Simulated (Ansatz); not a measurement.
**BSiNH (doublet): the correlation ladder, def2-QZVPP**

An exercise on one series of results from a longer session: the logs are not shown, and one member is left open.

The runs use Ansatz 0.2.0, Gaussian basis; def2-QZVPP, core rule «outside noble gas», up to 7 orbitals frozen.

The runs, in order: UHF; ROHF; CCSD(T) on UHF.

2 further runs of the same task are left out: 2 set aside as unsound or not needed.

### What is computed

The geometry is a PBE0/def2-TZVP stationary point (not a proven minimum).

4 atoms, charge 0, spin multiplicity 2.

Atoms are counted from 1 here; the program's logs count them from 0.

Bond lengths: B1–N2 1.266 Å, B1–H4 1.171 Å, N2–Si3 1.683 Å. Angles: N2–B1–H4 180.0°, B1–N2–Si3 180.0°.

Geometry (Å):

```xyz
4
BHNSi
B     0.0000    0.0000    0.7610
N     0.0000    0.0000   -0.5052
Si    0.0000    0.0000   -2.1882
H     0.0000    0.0000    1.9325
```

Set-up of the first run:

The input, in.yaml:

```yaml
crystal:
  periodic: [false, false, false]
  atoms:
    - {symbol: B, position_ang: [0.000000, 0.000000, 0.760975]}
    - {symbol: N, position_ang: [0.000000, 0.000000, -0.505225]}
    - {symbol: Si, position_ang: [0.000000, 0.000000, -2.188225]}
    - {symbol: H, position_ang: [0.000000, 0.000000, 1.932475]}
basis:
  gaussian: {orbitals: "def2-QZVPP.json"}
magnetization: {spin_polarized: true, initial_magnetization: 1}
hamiltonian: {xc: hf}
output: {orbitals: {seedname: orbitals}}
```

On the command line:

```bash
ansatz run in.yaml --threads 1 --pin off --events-out ev --progress --plain --max-ram 2393MiB
```

Among the steps run: UHF; ROHF; CCSD(T) on UHF.

One of the session's tables, all rows but one given; the rest of the session is left out.

```
  method  from UCCSD(T) (meV)
    ROHF                    ?
     UHF             +11547.4
    UMP2              +1067.6
   UCCSD               +587.9
UCCSD(T)                    0
```

**Question.** Estimate the row for ROHF.

**Answer.** from UCCSD(T) (meV): +11709.0. In the column «from UCCSD(T) (meV)» it is the highest.
